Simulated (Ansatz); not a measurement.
Consider the isomerisation: `CCCOCF` → `COCCCF`.

Calculated with Ansatz (gas phase, PBE0-D4/def2-TZVP geometries, no zero-point term in ΔE). CCSD(T)/CBS adds triple-zeta CCSD(T) − MP2 to the extrapolated MP2 energy (def2 sets, frozen cores). Functionals use def2-TZVPP. Each species was taken in one conformer, which may not be the lowest.

(1) Is it downhill or uphill in electronic energy at CCSD(T)/CBS, and by how much? (Best estimate.)

(2) What do these levels give: PBE-D4, ωB97X-V, r2SCAN, MP2/def2-TZVPP, CCSD(T)/def2-TZVPP, SCS-MP2/def2-QZVPP? (Estimate.)

Largest T1 diagnostic among the species: 0.011.

Answers

(1) Computed: Uphill: ΔE = +0.32 eV.

(2) Ansatz gave: PBE-D4 0.35, ωB97X-V 0.33, r2SCAN 0.35, MP2/def2-TZVPP 0.34, CCSD(T)/def2-TZVPP 0.33, SCS-MP2/def2-QZVPP 0.31 eV.

In def2-TZVPP, CCSD(T) changes the Hartree–Fock value by +0.05 eV (the triples alone add +0.01 eV) and MP2 by +0.06 eV.
